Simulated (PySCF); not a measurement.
## Electronic absorption of C5H8

C5H8.
SMILES with atom numbers: `[CH2:1]=[C:2]1[CH2:3][C@@H:4]1[CH3:5]` (hydrogens: H6, H7 on C1; H8, H9 on C3; H10 on C4; H11, H12, H13 on C5)

The calculation used TDDFT PBE0/def2-SVPD, vertical, gas phase, core orbitals frozen in the response (PySCF 2.14.0, density-fitted response routines). Isolated species at its PBE0-D3(BJ)/def2-SVP geometry, gas phase.

```json
{"state": "S1", "E (eV)": "6.39", "E (kJ/mol)": "617", "λ (nm)": "194.0", "f": "0.0013", "main configurations (H = HOMO, L = LUMO)": "H-1→L (97%)"}
{"state": "S2", "E (eV)": "6.86", "E (kJ/mol)": "661", "λ (nm)": "180.8", "f": "0.026", "main configurations (H = HOMO, L = LUMO)": "H-2→L (89%), H→L (9%)"}
{"state": "S3", "E (eV)": "7.02", "E (kJ/mol)": "677", "λ (nm)": "176.7", "f": "0.228", "main configurations (H = HOMO, L = LUMO)": "H→L (59%), H→L+1 (28%)"}
{"state": "S4", "E (eV)": "7.28", "E (kJ/mol)": "702", "λ (nm)": "170.3", "f": "0.178", "main configurations (H = HOMO, L = LUMO)": "H→L+1 (64%), H→L (24%)"}
{"state": "S5", "E (eV)": "7.79", "E (kJ/mol)": "751", "λ (nm)": "159.2", "f": "0.024", "main configurations (H = HOMO, L = LUMO)": "H-1→L+1 (97%)"}
{"state": "S6", "E (eV)": "7.91", "E (kJ/mol)": "764", "λ (nm)": "156.7", "f": "0.015", "main configurations (H = HOMO, L = LUMO)": "H→L+2 (68%), H→L+3 (18%)"}
{"state": "S7", "E (eV)": "7.94", "E (kJ/mol)": "766", "λ (nm)": "156.2", "f": "0.015", "main configurations (H = HOMO, L = LUMO)": "H→L+3 (77%), H→L+2 (18%)"}
{"state": "S8", "E (eV)": "8.17", "E (kJ/mol)": "788", "λ (nm)": "151.7", "f": "0.0036", "main configurations (H = HOMO, L = LUMO)": "H-2→L+1 (91%)"}
{"state": "S9", "E (eV)": "8.26", "E (kJ/mol)": "797", "λ (nm)": "150.0", "f": "0.065", "main configurations (H = HOMO, L = LUMO)": "H→L+4 (83%)"}
{"state": "S10", "E (eV)": "8.55", "E (kJ/mol)": "825", "λ (nm)": "145.0", "f": "0.023", "main configurations (H = HOMO, L = LUMO)": "H-1→L+2 (85%), H-1→L+3 (9%)"}
```

Triplets (Tamm–Dancoff): T1 4.26 eV, H→L (92%); T2 5.89 eV, H-1→L (94%); T3 6.67 eV, H-2→L (94%); T4 7.01 eV, H→L+1 (88%).

The lowest singlet comes at 194 nm (617 kJ/mol) in the vacuum ultraviolet; it is very weak; its leading configuration is HOMO-1→LUMO (97%). The strongest level in the table is S3 at 7.02 eV (177 nm, f = 0.228). Löwdin shares by element: HOMO carbon 86% or more; LUMO carbon 69% or more (atoms not listed hold the other 31%). Orbital energies (eV): HOMO-3 -10.07, HOMO-2 -8.44, HOMO-1 -8.03, HOMO -7.39, LUMO 0.08, LUMO+1 0.93, LUMO+2 1.60. Weighted by f, the mean energy of these states is 7.38 eV. Of the 10 states listed, 8 reach f = 0.01 and none stays under 0.0005. The vertical ionisation energy (ΔSCF) is 9.51 eV, 0.96 eV above S10. Only the lowest 10 singlets were computed, as vertical energies without vibronic structure.
